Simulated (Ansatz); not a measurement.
**C2HO radical (SMILES [C]1=CO1): functionals against CCSD(T) at one geometry**

One table from this session's results is given with a row withheld; the runs are named, their logs left out.

Program: Ansatz 0.2.0, Gaussian basis. Level of theory: single points in def2-TZVPP. These are calculated values, not measurements.

Correlated methods freeze the cores. Orbitals are unrestricted. B3LYP uses VWN-RPA correlation.

## The starting structure

SMILES `[C]1=CO1`, 4 atoms, charge 0, spin multiplicity 2.

Atoms are counted from 1 here; the program's logs count them from 0.

Bond lengths: C1–C2 1.301 Å, C1–O3 1.463 Å, C2–O3 1.321 Å, C2–H4 1.111 Å. Angles: C2–C1–O3 56.7°, C1–C2–O3 67.8°, C1–C2–H4 157.6°, O3–C2–H4 134.5°, C1–O3–C2 55.4°.

Coordinates:

```
C    -0.6391   -0.9474    0.1018
C     0.2412    0.0106    0.1133
O    -0.8890    0.3789   -0.4636
H     1.2186    0.5057    0.2973
```

The first run:

The input, run/in.yaml:

```yaml
crystal:
  periodic: [false, false, false]
  atoms:
    - {symbol: C, position_ang: [-0.639100, -0.947400, 0.101800]}
    - {symbol: C, position_ang: [0.241200, 0.010600, 0.113300]}
    - {symbol: O, position_ang: [-0.889000, 0.378900, -0.463600]}
    - {symbol: H, position_ang: [1.218600, 0.505700, 0.297300]}
basis:
  gaussian: {orbitals: def2-TZVPP}
magnetization: {spin_polarized: true, initial_magnetization: 1}
correlation: {method: ccsd_t}
scf: {omitted_lower_state_checks: [cluster_reference]}
output: {forces: true}
```

The command line of these runs was not kept.

Among the steps run: CCSD(T)/def2-TZVPP; PBE0-D4/def2-TZVPP; wB97M-V/def2-TZVPP; r2SCAN-D4/def2-TZVPP; PBE-D4/def2-TZVPP; B3LYP-D4/def2-TZVPP; B97M-V/def2-TZVPP.

One table of the session follows, with a row left open; its other results are not shown here.

```
   method  RMS force component (eV/Å)  angle to CCSD(T) forces (°)  dipole (D)
  CCSD(T)                       2.005                    reference        3.06
  PBE0-D4                           ?                            ?           ?
  wB97M-V                       1.605                          3.9        3.10
r2SCAN-D4                       1.770                          1.7        3.13
   PBE-D4                       1.994                          4.1        3.09
 B3LYP-D4                       1.677                          3.0        3.11
   B97M-V                       1.665                          5.3        3.07
```

Estimate the missing values for PBE0-D4.

As computed: RMS force component (eV/Å): 1.546; angle to CCSD(T) forces (°): 5.8; dipole (D): 3.11. In the column «RMS force component (eV/Å)» it is the lowest.
